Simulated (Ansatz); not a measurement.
We consider bcc Cs, described by PBE0 (plane waves, PAW; Ansatz, a program for electronic structure).

Settings: plane-wave cutoff 460 eV, 8×8×8 k mesh, Fermi–Dirac smearing 0.05 eV, scalar-relativistic PAW data made under PBE.

Equation-of-state points:

```tsv
V (Å³/atom)	E − E_lowest (meV/atom)	P (GPa)
117.184	1.96	0.108
120.268	0.46	0.050
121.815	0.10	0.023
123.352	0.00	-0.002
126.435	0.48	-0.047
129.519	1.78	-0.088
```

Estimate the bulk modulus from the pressures at 121.815 and 126.435 Å³/atom, and compare it with a fit to all energies.

B = −V dP/dV. Between V = 121.815 and 126.435 Å³/atom, dP/dV = (-0.047 − (0.023))/(126.435 − 121.815) = -0.0152 GPa per Å³/atom; at the midpoint 124.125 Å³/atom this gives B ≈ 1.88 GPa. The third-order Birch–Murnaghan fit gives V0 = 123.256 Å³/atom, B0 = 1.94 GPa, B′ = 3.7, which lies 3 % above that estimate.

Measured, for comparison: bulk modulus 2.11 GPa (corrected for temperature and zero-point phonon effects, our sources range from 2.11 to 2.35; as tabulated in Levämäki et al. (2014), arXiv:1402.3671); equilibrium volume per atom 110.12 Å³/atom (low-temperature or extrapolated to 0 K; zero-point anharmonic expansion removed; as tabulated in Csonka et al. (2009), arXiv:0903.4037). Computed (rounded) less measured: bulk modulus -8 % (-8 % to -17 % over the range), equilibrium volume per atom +11.9 %.

Spin–orbit coupling is not included.

The computed numbers hold no vibrational or temperature effects.
